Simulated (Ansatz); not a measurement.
# BO: the cost of one run

Method: the levels named in each step, in Ansatz 0.2.0.

## 1. The structure to begin with

Bond lengths: B1–O2 1.263 Å.

As a file:

```xyz
2

B     0.0000    0.0000    0.0000
O     0.0000    0.0000    1.2634
```

## 2. A rough first relaxation, PBE-D4/def2-SVPD

This run stands in another session on the same molecule. It ended at:

```xyz
2

B     0.0000    0.0000    0.0078
O     0.0000    0.0000    1.2556
```

## 3. Relaxation, PBE0-D4/def2-TZVPPD

This run stands in another session on the same molecule. It ended at:

```xyz
2

B     0.0000    0.0000    0.0152
O     0.0000    0.0000    1.2482
```

## 4. Relaxation, CCSD(T)/aug-cc-pV(T+d)Z

input.yaml reads:

```yaml
crystal:
  periodic: [false, false, false]
  atoms:
    - { symbol: B, position_ang: [0.0, 0.0, 0.01519771] }
    - { symbol: O, position_ang: [0.0, 0.0, 1.24822229] }
total_charge: -1
basis:
  gaussian: { orbitals: "aug-cc-pV(T+d)Z.json" }
correlation:
  method: ccsd_t
relax:
  f_tol: 0.002
  max_steps: 40
```

The run is started by

```console
> ansatz run input.yaml --threads 2 --pin off --max-ram 5120MiB --backend cpu --events-out ev --progress --plain --runs-dir out
```

Q: Estimate wall time and peak memory on 2 threads of AMD EPYC (Zen 3), shared host.

About 2 min, with a peak of 0.44 GiB.
